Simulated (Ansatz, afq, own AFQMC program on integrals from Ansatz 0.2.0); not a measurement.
## TiH2IO2, doublet in def2-SVP, levels against AFQMC with the constraint released

```
atom    x (Å)    y (Å)    z (Å)
   O  -0.9957   0.6167   1.1752
  Ti   0.2153   0.4466  -0.0870
   O   1.5148  -0.7334   0.0471
   I   0.0786   1.9815  -2.2104
   H  -1.6891   0.7685   1.8200
   H   2.1321  -1.4213   0.3024
```

Connectivity, by distances: OH–Ti(–OH)–I.

Basis def2-SVP with its core potentials. Only valence electrons are correlated. AFQMC by an in-house program on the Cholesky factors that Ansatz 0.2.0 writes for its CCSD(T) run. ph-AFQMC/CISD is guided by a CISD state made of CCSD amplitudes; releasing the constraint for a short imaginary time cuts its bias at the price of noise, slowly where states lie close. Error bars are statistical, one sigma. No spin–orbit coupling. The metal's outer-core s and p shells are frozen, which shifts wave-function levels against functionals.

Determinant: UHF, the one that the program's search chose, which needn't be the lowest solution. The geometry is a PBE0/def2-SVP stationary point of this or a neighbouring charge and spin state.

No full CI on the walks' own integrals is used here. The released AFQMC energy serves as the reference, which it does only where one determinant dominates, the energy is flat over the last release times and near the phaseless one (40 meV or 2 meV an electron, half that with transition metals). On small molecules, where full CI could be run and the noise was under 10 meV, such values lay within 10 meV of it in 19 cases of 20, a flattering rate, since the rule was set on those same cases; what remains of the bias isn't in the error bar.

Cautions: no spin-orbit coupling; no relativity below Rb; outer-core shells of the metal frozen; inner d shell frozen; the released value is read at 1.20 1/Eh with a noise of 17 meV, more than in the cases checked (meV from the phaseless value at times in 1/Eh: -4 ± 15 at 0.24, -30 ± 15 at 0.48, 7 ± 19 at 0.80, 15 ± 17 at 1.20); released reference can be 30 meV off for metals.

- T1 diagnostic: 0.0261
- weight of the determinant in the CISD state: 0.800
- ⟨S²⟩ of the determinant: 0.756
- size of the correlated space: 25 electrons in 75 orbitals

Reference: AFQMC with the constraint released, correlation energy -16.238 ± 0.017 eV.

| level | E − E(reference) (meV) | share of correlation (%) |
| --- | --- | --- |
| HF | 16238.2 ± 17.4 | 0.00 |
| MP2 | 1109.5 ± 17.4 | 93.17 |
| CCSD | 596.1 ± 17.4 | 96.33 |
| CCSD(T) | 77.8 ± 17.4 | 99.52 |
| ph-AFQMC/CISD | -15.1 ± 21.4 | 100.09 |

Released energies are given only where the last usable release times agree within the noise; a slower fall can still hide under it.
